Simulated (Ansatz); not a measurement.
Saddle point of Si2H8S, singlet (Si₂H₆ ([SiH3][SiH3]) + H₂S → SiH₄S ([SiH3][SH]) + SiH₄; bonds formed: Si1–S7, Si2–H6; bonds broken: Si1–Si2, H6–S7), PBE0-D4/def2-TZVP structure:

```csv
atom,x (Å),y (Å),z (Å)
Si1,-1.0853,-0.3832,0.2709
Si2,0.7356,1.0547,-0.8270
H3,-1.6915,-1.4148,-0.5973
H4,-1.4153,-0.2727,1.7092
H5,-1.6842,0.9045,-0.2720
H6,0.6147,-0.5385,0.0121
S7,0.6598,-2.1168,0.8666
H8,0.0804,1.1637,-2.1515
H9,2.1959,0.8122,-0.9932
H10,0.5196,2.2553,0.0157
H11,1.0703,-1.4642,1.9663
```

Energies are electronic, without zero-point energy. Barriers and step energies count from the start structure reached by relaxing down the imaginary mode; all methods use the PBE0-D4 structures, on which another method's saddle can fall below an end. Computed with Ansatz 0.2.0 (basis: def2-TZVPP, with def2-QZVPP for the basis limit); correlated methods freeze the cores. B3LYP uses VWN-RPA correlation. Extrapolation: Hartree–Fock as exp(−7.88 √X), correlation as X^−2.97.

| method | barrier (kcal/mol) | step energy (kcal/mol) |
| --- | --- | --- |
| SPW92 | 34.87 | -9.63 |
| PBE-D4 | 40.86 | -9.91 |
| BLYP-D4 | 45.90 | -11.58 |
| r2SCAN-D4 | 44.52 | -11.84 |
| B97M-V | 48.77 | -11.11 |
| PBE0-D4 | ? | -10.72 |
| B3LYP-D4 | 49.97 | -12.05 |
| r2SCAN0-D4 | 48.17 | -12.21 |
| BHLYP-D4 | 56.11 | -13.05 |
| CAM-B3LYP-D4 | ? | -12.34 |
| wB97X-V | 54.30 | -11.96 |
| wB97M-V | 51.79 | -13.01 |
| B2PLYP | ? | -12.79 |
| PBE-QIDH | 50.37 | -12.38 |
| RPA on PBE | 53.87 | -11.90 |
| HF | 71.24 | -14.41 |
| MP2 | 51.11 | -14.16 |
| CCSD | 57.36 | -12.16 |
| CCSD(T) | 53.85 | -12.09 |

Fill in the withheld barriers. (To be estimated.)

Computed: PBE0-D4 46.14; B2PLYP 52.36; CAM-B3LYP-D4 54.11 kcal/mol. Each is the energy of the saddle less that of the start structure, by the same method.

For comparison, the barrier by CCSD(T) at an estimated basis limit (MP2 extrapolated from triple and quadruple zeta, plus CCSD(T) − MP2 in triple zeta) is 51.81 kcal/mol.

No T1 diagnostic of these runs exceeds 0.015.

Labels in which every atom is bracketed show which atoms are joined, not bond orders.

For scale, one of the runs: CCSD(T)/def2-TZVPP, 238 basis functions (an equivalent command: `ansatz run in.yaml --threads 4`). Time: 66 s of wall clock on 4 CPU threads; the host was shared. Peak host memory: 4 GiB.
